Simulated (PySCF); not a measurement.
The isolated species `C[S@](=O)[O-]` is ionised with synchrotron light (hν = 1050.0 eV). Calculated photoelectron kinetic energies of its computed core levels, recoil neglected:

```csv
line,kinetic energy (eV)
1,764.91
2,519.47
```

Computed with PySCF 2.14.0, delta-SCF UKS SCAN, pcX-2 on the ionised atom, pcseg-1 elsewhere, spin-free X2C.

Problem. Which element, shell and site does each line come from? Numbering: `[CH3:1][S@:2](=[O:3])[O-:4]`.

Solution. Against the vacuum level, binding energy = hν − kinetic energy.

```
line  binding energy (eV)  level  atoms         environment
   1               285.09   C 1s     C1     S-methyl carbon
   2               530.53   O 1s  O3/O4  oxygen bonded to S
```

Out of reach at this photon energy: S 1s (2474.5 eV).

Problem. Where does line 1 move with hν = 1486.6 eV?

Solution. To 1486.6 − 285.09 = 1201.51 eV; every photoline shifts by the change in photon energy, +436.6 eV.

Problem. What is the longest wavelength that can ionise O 1s of O3/O4 vertically?

Solution. λ = hc/E = 12398.42 eV Å / 530.53 eV = 23.370 Å.

Other core shells, valence and Auger electrons aren't listed. The first atom of each set that the bonding makes equivalent was ionised and stands for the set. Not every level is listed. The species carries charge -1, so core ionisation leaves a neutral species. The basis sets have no added diffuse functions. Isolated species at its GFN2-xTB geometry, gas phase.
